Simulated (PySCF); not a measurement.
Calculated properties of `N` (NH3)

Compound: NH3.
Cartesian coordinates in Å at the PBE0-D3(BJ)/def2-TZVP level; atoms count from 1:
```xyz
4
NH3 angstrom
N     -0.2320    0.1094   -0.0961
H      0.3618   -0.1558   -0.8722
H      0.3013    0.7472    0.4819
H     -0.3931   -0.7257    0.4534
```

PBE0-D3(BJ)/def2-TZVP geometry optimisation, gas phase (PySCF):

```
Point group                  : C3v
Rotational constants A, B, C : 299.517, 299.465, 189.079 GHz
```

B97-2/pcSseg-2 ground state and GIAO shieldings, non-relativistic (PySCF):

```
Dipole moment                                               : 1.60 D
HOMO energy                                                 : -7.37 eV
LUMO energy                                                 : 0.58 eV
HOMO–LUMO gap                                               : 7.95 eV
1H chemical shifts (computed TMS as zero) by class          : -0.07 (H2/H3/H4) ppm
Isotropic shieldings of nuclei other than C and H, by class : 262 (N1) ppm
```

Monoisotopic mass (most abundant isotopes): 17.0265 u.

The rotational constants are those of an oblate symmetric top; the small spread among constants that symmetry makes equal is optimisation noise. With B = h/(8π²I), that is 505.379 GHz u Å² over I, the principal moments of inertia are 1.69, 1.69 and 2.67 u Å² (most abundant isotopes). In atomic units the dipole is 0.63 e·bohr (1 au = 2.5417 D). A dipole of 1.60 D is allowed in C3v, and pure rotational transitions are dipole-allowed.

Geometry: PBE0-D3(BJ)/def2-TZVP; no solvent, vibrations or thermal averaging.
